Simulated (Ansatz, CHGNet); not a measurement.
Voigt–Reuss–Hill shear modulus (GPa) of solids drawn from the class of oxides, at two levels: the machine-learned potential CHGNet 0.3.0 (trained on PBE and PBE+U data), and r²SCAN (Ansatz, a first-principles code, PAW).

```json
[
 {"solid": "cubic perovskite BaHfO3", "CHGNet 0.3.0": "75.4", "r²SCAN": "109", "shift (%)": "+45"},
 {"solid": "rock-salt SrO", "CHGNet 0.3.0": "41.3", "r²SCAN": "59.8", "shift (%)": "+45"},
 {"solid": "rutile TiO2", "CHGNet 0.3.0": "91.8", "r²SCAN": "120", "shift (%)": "+31"},
 {"solid": "stishovite (SiO2)", "CHGNet 0.3.0": "149", "r²SCAN": "226", "shift (%)": "+52"},
 {"solid": "rutile SnO2", "CHGNet 0.3.0": "54.7", "r²SCAN": "98.3", "shift (%)": "+80"},
 {"solid": "A-type hexagonal La2O3", "CHGNet 0.3.0": "17.1", "r²SCAN": "42.7", "shift (%)": "+150"},
 {"solid": "rock-salt CaO", "CHGNet 0.3.0": "57.4", "r²SCAN": "81.9", "shift (%)": "+43"},
 {"solid": "rock-salt MgO", "CHGNet 0.3.0": "77.7", "r²SCAN": "135", "shift (%)": "+74"},
 {"solid": "cubic perovskite KTaO3", "CHGNet 0.3.0": "101", "r²SCAN": "135", "shift (%)": "+34"},
 {"solid": "corundum Ga2O3 (metastable phase)", "CHGNet 0.3.0": "55.0", "r²SCAN": "104", "shift (%)": "+89"}
]
```

The shifts run from +31 % to +150 %, with a median of +48 %.

Over all 10 rows r²SCAN is the larger in 10.

Ansatz's runs of these crystals have no spin polarisation.

Spin–orbit coupling is left out, also for the solids with elements from indium on (cubic perovskite BaHfO3, rutile SnO2, A-type hexagonal La2O3, cubic perovskite KTaO3); its size isn't shown.

Each level is taken at its own relaxed cell. Ansatz's density-functional and Hartree–Fock values are scalar-relativistic unless marked +SOC, with PAW data made under PBE.
